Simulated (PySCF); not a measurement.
# The bond of NaC, level by level

An exercise on one series of results from a longer session: the logs are not shown, and one member is left open.

The runs use PySCF 2.14.0; Na aug-pcseg-1, C aug-pcseg-1, no relativity.

The first run:

The job is set up so:

```json
{
 "atoms": "Na, C",
 "charge": "0",
 "basis": "Na aug-pcseg-1, C aug-pcseg-1",
 "Hamiltonian": "no relativity",
 "basis functions": "37",
 "electrons treated": "17",
 "masses in u": "22.9898, 12.0000",
 "levels": "PBE0, PBE, r²SCAN, TPSSh, MN15, B2PLYP, HF, MP2, SCS-MP2, CCSD, CCSD(T)",
 "grid": "80 radial by 434 angular points",
 "occupations": "held fixed by the projection of orbital angular momentum",
 "dissociation limit": "Na + C, each in its ground configuration",
 "starting distance in angstrom": "2.285",
 "values of 2S to try": "1, 3"
}
```

Run with:

```
$ OMP_NUM_THREADS=1 python dia.py task.json out
```

Steps of the session up to this table: The job; First curve: PBE0; Higher solutions at PBE0; PBE; r²SCAN (meta-GGA); TPSSh; MN15 (hybrid meta-GGA); B2PLYP; UHF (mean field); MP2 and coupled cluster.

One table of the session follows, with a row left open; its other results are not shown here.

Energy (eV) from each level's lowest point:

| R (Å) | UHF | UHF-MP2 | UHF-SCS-MP2 | UHF-CCSD | UHF-CCSD(T) |
| --- | --- | --- | --- | --- | --- |
| 1.945 | 0.449 | 0.457 | 0.450 | n/a | n/a |
| 2.036 | 0.204 | 0.214 | 0.209 | 0.217 | 0.221 |
| 2.126 | 0.067 | 0.075 | 0.072 | 0.077 | 0.079 |
| 2.194 | 0.016 | 0.021 | 0.019 | 0.022 | 0.023 |
| 2.262 | 0.000 | 0.000 | 0.000 | 0.000 | 0.000 |
| 2.330 | 0.011 | 0.005 | 0.007 | 0.004 | 0.003 |
| 2.420 | ? | ? | ? | ? | ? |
| 2.533 | 0.149 | 0.123 | 0.130 | 0.118 | 0.112 |
| 2.669 | 0.293 | 0.253 | 0.263 | 0.243 | 0.235 |
| 2.850 | 0.510 | 0.453 | 0.468 | n/a | n/a |

Estimate the missing values for R (Å) = 2.420.

Worked estimate for «UHF». A straight line through the neighbours (2.330, 0.011) and (2.533, 0.149) gives 0.011 + (0.149 − 0.011) × (2.420 − 2.330) / (2.533 − 2.330) = 0.072; a parabola fitted to 4 rows on both sides gives 0.060.

As computed: UHF: 0.057; UHF-MP2: 0.042; UHF-SCS-MP2: 0.046; UHF-CCSD: 0.039; UHF-CCSD(T): 0.036. In «UHF» the line misses by +0.015 and the parabola by +0.003.

State 4 has its PBE0 minimum 1.26 eV higher. The other levels ran on the lowest alone.
